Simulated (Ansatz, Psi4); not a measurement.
# Si2NH7 (SMILES [SiH3]N[SiH3]): methods side by side

The species is Si2NH7 (10 atoms), meant as a singlet with charge 0. SMILES: `[SiH3]N[SiH3]`. Geometry: relaxed at PBE0-D4/def2-TZVP.

Quantity: the electronic atomisation energy, in eV. The values are calculated. Electronic energies at fixed atoms, without zero-point motion or spin-orbit coupling.

```tsv
level	kind	program	value (eV)	less CCSD(T)/6-31G*	CPU time (all runs)
HF/6-31G* (spherical functions)	Hartree–Fock	Psi4	23.13	-4.64	13 s
BLYP/6-31G* (spherical functions)	GGA	Ansatz	30.88	+3.11	3.2 s
M06-L/6-31G* (spherical functions)	meta-GGA	Psi4	31.58	+3.81	42 s
BHLYP/6-31G* (spherical functions)	global hybrid	Ansatz	30.84	+3.07	3.8 s
B3LYP/6-31G* (Cartesian functions)	global hybrid	Psi4	31.24	+3.47	25 s
wB97M-V/6-31G* (spherical functions)	range-separated hybrid	Ansatz	31.88	+4.11	27 s
PBE-QIDH/6-31G* (spherical functions)	double hybrid	Ansatz	29.95	+2.18	4.5 s
RPA@PBE/6-31G* (spherical functions)	RPA	Ansatz	27.64	-0.13	4.6 s
BCCD(T)/6-31G* (spherical functions)	coupled cluster or CI	Ansatz	27.77	0.00	3.7 s
CCSD(T)/6-31G* (spherical functions)	coupled cluster or CI	Ansatz	27.77	0.00	2.9 s
```

Differences are taken from CCSD(T)/6-31G* (spherical functions) for orientation; it has basis-set and higher-order errors of its own. The values span 23.13 to 31.88 eV. Times are those of the runs behind each value, whatever else they computed, on shared processors of several kinds: orders of magnitude only.
